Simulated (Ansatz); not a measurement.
A made-up structure of CH2NS, doublet:

```xyz
5
angstrom
N -0.1511 -0.0765 -0.1455
C -0.5783 -1.1324 0.3176
S 1.0369 0.9871 0.5172
H -1.3158 -1.6710 -0.2206
H 0.9772 1.8701 -0.4914
```

It is relaxed with PBE-D4/def2-SVP and then PBE0-D4/def2-TZVP (Ansatz 0.2.0). Atoms count as bonded within 1.22 times the sum of their covalent radii (H–H: 0.88 Å). The end point is not checked to be a true minimum.

(1) Does its bonding change? (Judge from chemistry; the calculation decides.)

## Answers

(1) The calculation gives: No: no bond forms or breaks.

Where it ends: The first stage lowers the energy by 0.09 eV in 7 steps. It ends as CH₂NS ([CH][N][SH]):
```json
{"atom": "N1", "x (Å)": "-0.1549", "y (Å)": "-0.0359", "z (Å)": "-0.1936"}
{"atom": "C2", "x (Å)": "-0.5698", "y (Å)": "-1.0863", "z (Å)": "0.2824"}
{"atom": "S3", "x (Å)": "1.0226", "y (Å)": "0.9621", "z (Å)": "0.5221"}
{"atom": "H4", "x (Å)": "-1.3242", "y (Å)": "-1.7331", "z (Å)": "-0.1686"}
{"atom": "H5", "x (Å)": "0.9952", "y (Å)": "1.8705", "z (Å)": "-0.4650"}
```

Labels in which every atom is bracketed show which atoms are joined, not bond orders.

For scale, one of the runs: PBE0-D4/def2-TZVP relaxation, 111 basis functions, launched by `ansatz run in.yaml --threads 2 --pin off --events-out ev --progress --plain --max-ram 4352MiB`. Hardware: 2 CPU threads of an Intel Xeon Platinum 8488C, shared host. Wall time about 18 s.
